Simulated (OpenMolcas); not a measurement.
C2H6B (SMILES [BH]CC): name the method

The species is C2H6B (9 atoms), meant as a doublet with charge 0. As SMILES, `[BH]CC`. The shape is that of a PBE0-D4/def2-TZVP optimisation. This is one conformer, not always the lowest.

```xyz
9

B    -1.4153    0.5173   -0.6236
C     0.0775    0.3469   -0.3006
C     0.5047   -0.7315    0.6886
H    -1.9156    1.3072   -1.3703
H     0.5807    0.2110   -1.2732
H     0.4286    1.3412    0.0245
H     1.5883   -0.7462    0.8288
H     0.1973   -1.7210    0.3441
H     0.0422   -0.5710    1.6646
```

A calculation with OpenMolcas 26.06 gave:

The total energy is -104.3670 Eh and the dipole moment is 1.20 D. The HOMO energy is -5.45 eV. The LUMO energy is -1.53 eV and the ⟨S²⟩ is 0.752. The largest force is 0.243 eV/Å.

Which of these levels gave the numbers?
A. PBE0/def2-SVPD
B. revPBE/def2-SVPD
C. SVWN5/def2-SVPD
D. BHLYP/def2-SVPD

A. The others give -104.4735 Eh (revPBE/def2-SVPD), -104.4396 Eh (BHLYP/def2-SVPD), -103.4372 Eh (SVWN5/def2-SVPD).
